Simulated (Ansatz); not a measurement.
Relaxing a trial structure of FH5NP3

The starting geometry of this gas-phase singlet was optimised with GFN2-xTB; its bonds are those of `NP(F)PP`.

```yaml
atoms:
  - { symbol: F, position_ang: [-0.8000, 0.1172, -1.4235] }
  - { symbol: N, position_ang: [0.0642, 0.1465, -3.8526] }
  - { symbol: P, position_ang: [-0.3350, 1.1901, -2.6122] }
  - { symbol: P, position_ang: [1.7033, 1.4677, -1.8379] }
  - { symbol: P, position_ang: [1.1157, 2.8537, -0.2787] }
  - { symbol: H, position_ang: [-0.6740, -0.0891, -4.4986] }
  - { symbol: H, position_ang: [0.6483, -0.6498, -3.6321] }
  - { symbol: H, position_ang: [1.9353, 2.4567, -2.7986] }
  - { symbol: H, position_ang: [0.5767, 1.8511, 0.5273] }
  - { symbol: H, position_ang: [2.3504, 2.7804, 0.3652] }
```

Task: Predict what it relaxes into with PBE0-D3(BJ)/def2-SVP.

Result: It keeps its bonds, and is `NP(F)PP`.

The energy falls by 0.14 eV over 26 steps:

| step | E − E(last) (eV) |
| --- | --- |
| 1 | 0.139 |
| 4 | 0.012 |
| 7 | 0.008 |
| 9 | 0.007 |
| 12 | 0.006 |
| 15 | 0.005 |
| 18 | 0.001 |
| 20 | 0.000 |
| 23 | 0.000 |
| 26 | 0.000 |

Final geometry (Å):

```xyz
10

F    -0.9883    0.5536   -1.4713
N     0.0416    0.0135   -3.8382
P    -0.3634    1.2788   -2.8165
P     1.6785    1.4864   -1.9223
P     0.9884    2.6763   -0.1524
H    -0.6364   -0.2670   -4.5389
H     0.6651   -0.7371   -3.5515
H     1.9903    2.6383   -2.7112
H     0.8853    1.5244    0.6833
H     2.3237    2.9575    0.2771
```

Frequencies at the end are all real (lowest 54 cm⁻¹). Run with Ansatz 0.2.0, 34 s on 2 threads of Intel(R) Xeon(R) 6975P-C (Granite Rapids), on a shared host.
